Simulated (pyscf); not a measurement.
This saddle point was located with ωB97X-D3(BJ)/def2-SVP in PySCF.

```xyz
7

As    -0.6556     0.9880     0.1031
As     0.8349    -0.1740    -1.3083
H      0.1938     0.7609     1.3517
H     -0.0039     0.1745    -2.5315
O     -1.4726    -0.8188     0.2519
H     -0.5306    -1.1477    -0.4764
H     -1.4780    -1.2165     1.1399
```

Surface: singlet, charge 0. Lowest wavenumbers (cm⁻¹): 1460i, 296, 299, 340, 478.

What reaction is this the transition state of?

HAs=AsH + H₂O ⇌ HO–AsH–AsH₂, an addition across a multiple bond or ene-type step read from left to right: H–O broken and As–O, As–H formed. At CCSD(T)/def2-TZVPP + ΔMP2(QZVPP) it lies +25.7 kcal/mol from the left side and +32.5 kcal/mol from the right (each side as separated species at their lowest minima found). One saddle was located; it need not be the lowest between these sides. The CCSD(T) − MP2 part came from Ansatz, without density fitting, on the same reference. The frozen core leaves the outer d or s,p core shells of the metals and heavy elements correlated in the MP2 and CC values, and def2-TZVPP describes them poorly, which can shift differences by a few kcal/mol. Elements up to Kr have no core potential and no relativistic terms here.
